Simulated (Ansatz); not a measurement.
Solid chlorine: PBE at its full settings (plane-wave cutoff 520 eV, 10×10×4 k mesh (along the axes of the cell as run), Fermi–Dirac smearing 0.01 eV, scalar-relativistic PAW data made under PBE) and at cheaper ones, in a cell of 4 atoms with Γ-centred meshes.

| level and setting | equilibrium volume per atom (Å³/atom) |
|---|---|
| PBE (Ansatz) | 35.74 |
| PBE (300 eV cutoff) (Ansatz) | 35.88 |
| PBE (2×2×2 k mesh) (Ansatz) | 38.65 |
| PBE (4×4×4 k mesh) (Ansatz) | 35.73 |
| PBE (4×4×4 k mesh and 300 eV cutoff) (Ansatz) | 35.96 |
| PBE (6×6×6 k mesh) (Ansatz) | 35.74 |
| PBE (Fermi-Dirac smearing of 0.3 eV) (Ansatz) | 35.80 |

Largest shifts from the full settings: equilibrium volume per atom +8.1 % (PBE (2×2×2 k mesh)).

Caveats: the cell comes from a level without a dispersion term, which matters for the spacing of layers, chains or molecules (PBE, PBE (300 eV cutoff), PBE (2×2×2 k mesh), PBE (4×4×4 k mesh), PBE (4×4×4 k mesh and 300 eV cutoff), PBE (6×6×6 k mesh) and 1 more). Ansatz's density-functional and Hartree–Fock values are scalar-relativistic unless marked +SOC, with PAW data made under PBE.

Run with cheap settings on purpose, which may leave them unconverged: PBE (2×2×2 k mesh), PBE (300 eV cutoff), PBE (4×4×4 k mesh and 300 eV cutoff), PBE (4×4×4 k mesh), PBE (6×6×6 k mesh), PBE (Fermi-Dirac smearing of 0.3 eV).

Ansatz is a program for electronic structure.
